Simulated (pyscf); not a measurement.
HO–Ga(SiH₃)–Cl (SMILES [OH][Ga]([SiH3])[Cl]) -> Cl–Ga (SMILES [Cl][Ga]) [singlet] + HO–SiH₃ (SMILES O[SiH3]), a 1,1-elimination (singlet surface; Ga–O, Ga–Si broken, O–Si formed). Optimised with ωB97X-D3(BJ)/def2-SVP in PySCF. Correlated levels are frozen-core, on RHF or UHF. ΔMP2 is the change of the MP2 total energy from the triple- to the quadruple-zeta basis. Energies in eV from the reactant's lowest minimum found.

Small-basis levels: PySCF, no dispersion term, spherical d functions. 

Problem. Quick HF/6-31G*+LANL2DZ single points give ΔE‡ = 1.65 eV and ΔE = -0.14 eV. What does CCSD(T)/def2-TZVPP + ΔMP2(QZVPP) give, and how far is the quick result from it?

Solution. CCSD(T)/def2-TZVPP + ΔMP2(QZVPP) gives ΔE‡ = 1.24 eV and ΔE = +0.02 eV. HF/6-31G*+LANL2DZ lies 0.41 eV over it in the barrier and 0.16 eV under it in the reaction energy, so on this step it does not hold to within 0.13 eV. CCSD(T)/def2-TZVPP + ΔMP2(QZVPP) has limits of its own. On the product side the descent ends in a bound adduct, 0.43 eV under the separated species and 1.50 eV under the saddle at ωB97X-D3(BJ)/def2-TZVP. One saddle was located; it need not be the lowest between these sides. The CCSD(T) − MP2 part came from Ansatz, without density fitting, on the same reference. The frozen core leaves the outer d or s,p core shells of the metals and heavy elements correlated in the MP2 and CC values, and def2-TZVPP describes them poorly, which can shift differences by a few kcal/mol. In the def2 sets elements up to Kr have no core potential.
